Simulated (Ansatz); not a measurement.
**NH₃ (singlet): the correlation ladder at distance N1–H4 = 0.897 Å, 6-31G**

Aim: climb from Hartree-Fock through coupled cluster and multireference methods for NH₃ (singlet) at one geometry and basis, and see what each rung misses.

The runs use Ansatz 0.2.0, Gaussian basis; 6-31G, core rule «outside noble gas», up to 1 orbitals frozen.

Plan: UHF; CCSD(T) on RHF; BCCD(T) on RHF; CISD; CCSDT(Q) on RHF; CISDTQ; CCSDTQ on RHF; CASSCF and MRCISD+Q, 2 electrons in 2 orbitals; CASSCF and NEVPT2, 2 electrons in 2 orbitals; CASSCF and MRCISD+Q, 8 electrons in 7 orbitals; CASSCF and NEVPT2, 8 electrons in 7 orbitals; Full CI.

15 further runs of the same task are left out: 2 for a known fault of the program, 10 that didn't finish, 3 set aside as unsound or not needed.

## 1. What is computed

The geometry derives from a PBE0/def2-TZVP stationary point (not a proven minimum). One bond is set to the value named and the two fragments are kept rigid.

4 atoms, charge 0, spin multiplicity 1.

Atoms are counted from 1 here; the program's logs count them from 0.

Bond lengths: N1–H2 1.012 Å, N1–H3 1.012 Å, N1–H4 0.897 Å. Angles: H2–N1–H3 107.1°, H2–N1–H4 107.1°, H3–N1–H4 107.1°.

## 2. UHF

The input, in.yaml:

```yaml
crystal:
  periodic: [false, false, false]
  atoms:
    - {symbol: N, position_ang: [-0.002766, -0.005606, -0.064154]}
    - {symbol: H, position_ang: [0.935421, 0.007420, 0.316258]}
    - {symbol: H, position_ang: [-0.485714, 0.802674, 0.308029]}
    - {symbol: H, position_ang: [-0.411272, -0.732187, 0.267224]}
basis:
  gaussian: {orbitals: 6-31G}
magnetization: {spin_polarized: true, initial_magnetization: 0}
hamiltonian: {xc: hf}
output: {orbitals: {seedname: orbitals}}
```

Launch:

```sh
$ ansatz run in.yaml --threads 1 --pin off --events-out ev --progress --plain --max-ram 2393MiB
```

The runs that follow: CCSD(T) on RHF; BCCD(T) on RHF; CISD; CCSDT(Q) on RHF; CISDTQ; CCSDTQ on RHF; CASSCF and MRCISD+Q, 2 electrons in 2 orbitals; CASSCF and NEVPT2, 2 electrons in 2 orbitals; CASSCF and MRCISD+Q, 8 electrons in 7 orbitals; CASSCF and NEVPT2, 8 electrons in 7 orbitals; Full CI.

Before running them: what should the planned runs give, taken together? Wanted: FCI below the RHF energy; RMP2 from FCI; RCCSD from FCI; RCCSD(T) from FCI; RCCSDT(Q) from FCI; NEVPT2 pair from FCI; MRCISD+Q pair from FCI; NEVPT2 valence from FCI; T1 diagnostic.

As calculated:

| quantity | value |
| --- | --- |
| FCI below the RHF energy | -3.4364 eV |
| RMP2 from FCI | +385.1 meV |
| RCCSD from FCI | +45.2 meV |
| RCCSD(T) from FCI | +10.6 meV |
| RCCSDT(Q) from FCI | +0.1 meV |
| NEVPT2 pair from FCI | +313.8 meV |
| MRCISD+Q pair from FCI | +25.3 meV |
| NEVPT2 valence from FCI | +286.3 meV |
| levels within 1 kcal/mol (43 meV) | RCCSD(T), BCCD(T), RCCSDT, CISDTQ, RCCSDT(Q), RCCSDTQ, MRCISD+Q pair, MRCISD valence, MRCISD+Q valence |
| T1 diagnostic | 0.005 |
| effectively unpaired electrons | 0.02 |

What this shows: RCCSD(T) misses by +10.6 meV, 0.3 % of the correlation energy. One determinant dominates. Of the multireference levels listed MRCISD+Q valence comes nearest in total energy (-0.8 meV), which doesn't show that its space is the better one. These misses are within one basis, not against nature.
